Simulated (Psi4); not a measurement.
# One shape, several levels: C2H4Si (SMILES [H][Si]([H])([H])C#C)

We compute a comparison of 6 runs (HF/def2-SVP, B3LYP/6-31G*, M06-2X/aug-cc-pVDZ, SVWN5/cc-pVTZ, MP4(SDQ)/cc-pVDZ) of C2H4Si. 

The calculation is run with Psi4 1.11.

3 further runs of the same task are left out: 3 set aside as unsound or not needed.

### Step 1. The molecule

C2H4Si has 7 atoms, charge 0, and is taken as a singlet. SMILES: `[H][Si]([H])([H])C#C`. Geometry: relaxed at GFN2-xTB.

Bond lengths: Si1–C2 1.848 Å, C2–C3 1.202 Å, C3–H4 1.052 Å, Si1–H5 1.465 Å, Si1–H6 1.464 Å, Si1–H7 1.465 Å. Angles: Si1–C2–C3 179.3°, C2–Si1–H5 108.0°, C2–Si1–H6 108.2°, C2–Si1–H7 108.1°, C2–C3–H4 179.9°, H5–Si1–H6 110.8°, H5–Si1–H7 110.8°, H6–Si1–H7 110.8°.

### Step 2. The energy at HF/def2-SVP (run 1)

job.py reads:

```python
import psi4

psi4.set_memory(1600000000)
psi4.set_num_threads(1)
psi4.set_output_file('run.log', False)

molecule = psi4.geometry("""
0 1
Si    -0.00247554     0.00582036    -2.06178569
C     -0.01691305     0.00257003     1.43105180
C      0.00000000    -0.00899510     3.70267268
H      0.01181079    -0.01757445     5.69145824
H      2.63395696     0.01436192    -2.90571848
H     -1.32050282     2.27993567    -2.92760151
H     -1.30585744    -2.27613732    -2.93009595
units bohr
symmetry c1
""")

psi4.set_options({
    'basis': 'def2-SVP',
    'puream': True,
    'e_convergence': 1e-09,
    'd_convergence': 1e-08,
    'scf_type': 'pk',
})

e, wfn = psi4.energy('scf', molecule=molecule, return_wfn=True)
psi4.oeprop(wfn, 'MAYER_INDICES', 'QUADRUPOLE', 'DIPOLE', title='SCF')
print('E =', round(e, 9))
for k, v in sorted(psi4.core.scalar_variables().items()):
    print(f'{k:45s} {v:18.10f}')
```

The run is started by

```bash
$ python job.py
```

run.log:

```text
[...]
  Running in c1 symmetry.
[...]
  Nuclear repulsion =   82.929912510301094
[...]
  Multiplicity = 1
[...]
  Nalpha       = 15
  Nbeta        = 15
[...]
    Number of basis functions: 66
[...]
   @RHF iter   1:  -366.72594996455967   -9.09472e-01   3.95047e-03 DIIS/ADIIS
[...]
   @RHF iter  10:  -366.78421155125397   -2.38742e-12   3.54986e-09 DIIS
[...]
    Orbital Energies [Eh]
    ---------------------
    Doubly Occupied:
       1A    -68.770620     2A    -11.245789     3A    -11.222666
       4A     -6.141742     5A     -4.252351     6A     -4.252006
       7A     -4.252003     8A     -1.014320     9A     -0.777494
      10A     -0.714885    11A     -0.553881    12A     -0.505104
      13A     -0.505069    14A     -0.403918    15A     -0.403877
[...]
  @RHF Final Energy:  -366.78421155125397
   => Energetics <=
    Nuclear Repulsion Energy =             82.9299125103010937
    One-Electron Energy =                -669.3968010210066950
    Two-Electron Energy =                 219.6826769594516975
    Total Energy =                       -366.7842115512539749
[...]
 Multipole Moments:
 ------------------------------------------------------------------------------------
     Multipole            Electronic (a.u.)      Nuclear  (a.u.)        Total (a.u.)
 ------------------------------------------------------------------------------------
 L = 1.  Multiply by 2.5417464519 to convert [e a0] to [Debye]
 Dipole X            :         -0.0133165            0.0186028            0.0052862
 Dipole Y            :          0.0007328           -0.0027185           -0.0019857
 Dipole Z            :          1.6651528           -1.5771907            0.0879621
 Magnitude           :                                                    0.0881431
 L = 2.  Multiply by 1.3450342976 to convert [e a0^2] to [Debye ang]
 Quadrupole XX       :        -31.4950245           10.3882196          -21.1068049
 Quadrupole XY       :          0.0009797           -0.0010244           -0.0000447
[...]
```

Standard output:

```text
E = -366.784211551
CURRENT ENERGY                                   -366.7842115513
CURRENT REFERENCE ENERGY                         -366.7842115513
DD SOLVATION ENERGY                                 0.0000000000
HF KINETIC ENERGY                                 366.3524732183
HF POTENTIAL ENERGY                              -733.1366847696
HF TOTAL ENERGY                                  -366.7842115513
HF VIRIAL RATIO                                     2.0011784780
NUCLEAR REPULSION ENERGY                           82.9299125103
ONE-ELECTRON ENERGY                              -669.3968010210
PCM POLARIZATION ENERGY                             0.0000000000
PE ENERGY                                           0.0000000000
SCF ITERATION ENERGY                             -366.7842115513
SCF ITERATIONS                                     10.0000000000
SCF TOTAL ENERGY                                 -366.7842115513
TWO-ELECTRON ENERGY                               219.6826769595
```

It took 2.9 s on 1 thread of AMD EPYC 7R43 (Zen 3), shared host; peak memory 0.21 GiB.

### Step 3. Energy and gradient at B3LYP/6-31G(d) (spherical functions) (run 2)

calc.inp reads:

```
memory 1600 MB

molecule {
  0 1
  Si    -0.001310     0.003080    -1.091050
  C     -0.008950     0.001360     0.757280
  C      0.000000    -0.004760     1.959370
  H      0.006250    -0.009300     3.011790
  H      1.393830     0.007600    -1.537640
  H     -0.698780     1.206490    -1.549220
  H     -0.691030    -1.204480    -1.550540
  symmetry c1
}

set {
  puream true
  e_convergence 1e-09
  d_convergence 1e-08
  scf_type pk
  dft_radial_points 99
  dft_spherical_points 590
}

energy_value, wavefunction = gradient('b3lyp/6-31G*', return_wfn=True)
oeprop(wavefunction, 'MULLIKEN_CHARGES', 'MAYER_INDICES', 'LOWDIN_CHARGES', title='B3LYP')
print_variables()
```

The run is started by

```bash
$ psi4 -n 1 calc.inp calc.out
```

calc.out, shortened:

```text
[...]
  Running in c1 symmetry.
[...]
  Nuclear repulsion =   82.929912490938520
[...]
  Multiplicity = 1
[...]
  Nalpha       = 15
  Nbeta        = 15
[...]
    Number of basis functions: 54
[...]
   @RKS iter   1:  -367.86791384630044   -4.82674e-01   9.49137e-03 ADIIS/DIIS
[...]
   @RKS iter  10:  -368.03442161155976   -1.13687e-13   1.66181e-09 DIIS
[...]
  @RKS Final Energy:  -368.03442161155976
   => Energetics <=
    Nuclear Repulsion Energy =             82.9299124909385199
    One-Electron Energy =                -670.2392795674518311
    Two-Electron Energy =                 246.0986444716417623
    DFT Exchange-Correlation Energy =     -26.8236990066882015
    Empirical Dispersion Energy =           0.0000000000000000
    VV10 Nonlocal Energy =                  0.0000000000000000
    Total Energy =                       -368.0344216115597646
[...]
 Multipole Moments:
 ------------------------------------------------------------------------------------
     Multipole            Electronic (a.u.)      Nuclear  (a.u.)        Total (a.u.)
 ------------------------------------------------------------------------------------
 L = 1.  Multiply by 2.5417464519 to convert [e a0] to [Debye]
 Dipole X            :         -0.0147750            0.0186028            0.0038278
 Dipole Y            :          0.0013023           -0.0027185           -0.0014162
 Dipole Z            :          1.6491693           -1.5771907            0.0719786
 Magnitude           :                                                    0.0720942
[...]
  -Total Gradient:
     Atom            X                  Y                   Z
    ------   -----------------  -----------------  -----------------
       1        0.000062477702     0.000032441830    -0.020638190248
       2       -0.000137456489    -0.000009723283     0.031383754714
       3        0.000018652544     0.000015304921    -0.012619187780
       4       -0.000013518905     0.000038067211    -0.012364456049
       5       -0.006310423504    -0.000035644932     0.004722135724
       6        0.003216637630    -0.005592422384     0.004762718489
       7        0.003163967953     0.005551434640     0.004752582315
[...]
  Mulliken Charges: (a.u.)
   Center  Symbol    Alpha    Beta     Spin     Total
       1    SI     6.86128  6.86128  0.00000  0.27745
       2     C     3.07517  3.07517  0.00000 -0.15035
[...]
```

Run time: 15 s. Hardware: 1 thread of AMD EPYC 7R43 (Zen 3), shared host; peak memory 0.77 GiB.

Runs 3 to 5 aren't shown in full; the table further down has their settings and results.

### Step 4. A single-point energy at MP4(SDQ)/cc-pVDZ (DKH3, density fitting) (run 6)

job.inp reads:

```
memory 1.6 GB

molecule {
  0 1
  Si    -0.001310     0.003080    -1.091050
  C     -0.008950     0.001360     0.757280
  C      0.000000    -0.004760     1.959370
  H      0.006250    -0.009300     3.011790
  H      1.393830     0.007600    -1.537640
  H     -0.698780     1.206490    -1.549220
  H     -0.691030    -1.204480    -1.550540
  units angstrom
  symmetry c1
  no_reorient
  no_com
}

set globals {
  basis cc-pVDZ
  scf_type df
  freeze_core true
  relativistic dkh
  dkh_order 3
}

energy('mp4(sdq)')
```

The run is started by

```bash
$ psi4 -n 1 job.inp job.out
```

job.out:

```text
[...]
  Running in c1 symmetry.
[...]
  Nuclear repulsion =   82.929912490938520
[...]
  Multiplicity = 1
[...]
  Nalpha       = 15
  Nbeta        = 15
[...]
    Number of basis functions: 66
[...]
   @DF-RHF iter   1:  -367.43351472325708   -9.33149e-01   3.87292e-03 ADIIS/DIIS
[...]
   @DF-RHF iter  10:  -367.49061644544958   -1.53477e-12   3.81543e-09 DIIS
[...]
    Orbital Energies [Eh]
    ---------------------
    Doubly Occupied:
       1A    -68.979004     2A    -11.250878     3A    -11.229481
       4A     -6.175924     5A     -4.259964     6A     -4.259506
       7A     -4.259504     8A     -1.026333     9A     -0.782180
      10A     -0.714765    11A     -0.550871    12A     -0.503658
      13A     -0.503621    14A     -0.399078    15A     -0.399036
[...]
  @DF-RHF Final Energy:  -367.49061644544958
   => Energetics <=
    Nuclear Repulsion Energy =             82.9299124909385199
    One-Electron Energy =                -670.2534491703636377
    Two-Electron Energy =                 219.8329202339755568
    Total Energy =                       -367.4906164454496320
[...]
 Multipole Moments:
 ------------------------------------------------------------------------------------
     Multipole            Electronic (a.u.)      Nuclear  (a.u.)        Total (a.u.)
 ------------------------------------------------------------------------------------
 L = 1.  Multiply by 2.5417464519 to convert [e a0] to [Debye]
 Dipole X            :          0.1213401           -0.1167284            0.0046117
 Dipole Y            :         -0.0452121            0.0435204           -0.0016917
 Dipole Z            :          1.2009814           -1.1346105            0.0663709
 Magnitude           :                                                    0.0665525
[...]
      * MP2 total energy:                   -367.842800533662
[...]
      * MP3 total energy:                   -367.869729179441
[...]
```

Run time: 7.8 s. Hardware: 1 thread of AMD EPYC 7R43 (Zen 3), shared host; peak memory 0.38 GiB.

### Step 5. All runs side by side

```csv
run,level,task,integration grid,energy (Eh),dipole moment (D),HOMO energy (eV),LUMO energy (eV),wall time
1,HF/def2-SVP,energy,–,-366.784212,0.22,-10.99,3.95,2.9 s
2,B3LYP/6-31G* (spherical functions),gradient,99 radial × 590 angular,-368.034422,0.18,-7.64,0.39,15 s
3,B3LYP/6-31G* (Cartesian functions),gradient,99 radial × 590 angular,-368.037948,0.18,-7.64,0.39,15 s
4,M06-2X/aug-cc-pVDZ,energy,99 radial × 590 angular,-367.977610,0.03,-9.46,0.00,83 s
5,SVWN5/cc-pVTZ,energy,99 radial × 590 angular,-366.164789,0.08,-7.19,-1.07,51 s
6,"MP4(SDQ)/cc-pVDZ (DKH3, density fitting)",energy,–,-367.877193,–,-10.86,3.98,7.8 s
```

### Step 6. Summary of results

```
                                          quantity          value
                               run 6: total energy  -367.87719 Eh
        run 6: HOMO energy (Hartree–Fock orbitals)      -10.86 eV
        run 6: LUMO energy (Hartree–Fock orbitals)        3.98 eV
      run 6: HOMO–LUMO gap (Hartree–Fock orbitals)       14.84 eV
run 6: correlation energy (7 core orbitals frozen)     -386.6 mEh
```

What this shows: Over runs 1, 2, 3, 4, 5 the dipole moment (its size) runs from 0.03 D (M06-2X/aug-cc-pVDZ) to 0.22 D (HF/def2-SVP). The two ends differ in method and basis. Over runs 1, 2, 3, 4, 5 the HOMO–LUMO gap runs from 6.12 eV (SVWN5/cc-pVTZ) to 14.94 eV (HF/def2-SVP). Totals of different functionals can't be ranked against each other. Some runs of one species differ in core potentials or relativity; totals across that change don't compare. All runs together took 2.9 min, the longest 83 s.
